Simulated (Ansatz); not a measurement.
Species: O₂, charge -1, doublet. O2- (parent SMILES O=O, doublet).
B3LYP-D3(BJ)/def2-TZVP minimum from Ansatz (a first-principles code):
```
O
O 1 1.3474
```
Charge -1, spin multiplicity 2.

Total energies in aug-cc-pVDZ, 13 correlated electrons, 2 frozen orbitals. UHF or UKS for unpaired electrons; spin-orbit terms are left out. Cores are frozen in correlated methods. No relativity. The UHF reference of O2- (parent SMILES O=O, doublet) is spin-contaminated (<S^2> up to 0.04 over the pure value in the sets run).

| method | program | energy (Eh) | minus CCSDT(Q) (mEh) |
|---|---|---|---|
| HF | Ansatz | -149.61220 | 420.73 |
| MP2 | Ansatz | -150.01026 | 22.67 |
| CCSD | Ansatz | -150.01559 | 17.34 |
| CCSD(T) | Ansatz | -150.03020 | 2.72 |
| CCSDT(Q) | Ansatz | -150.03292 | 0.00 |

Rough core times of Ansatz's runs on a shared machine: CCSD(T) under 20 s, CCSDT(Q) 2 min.
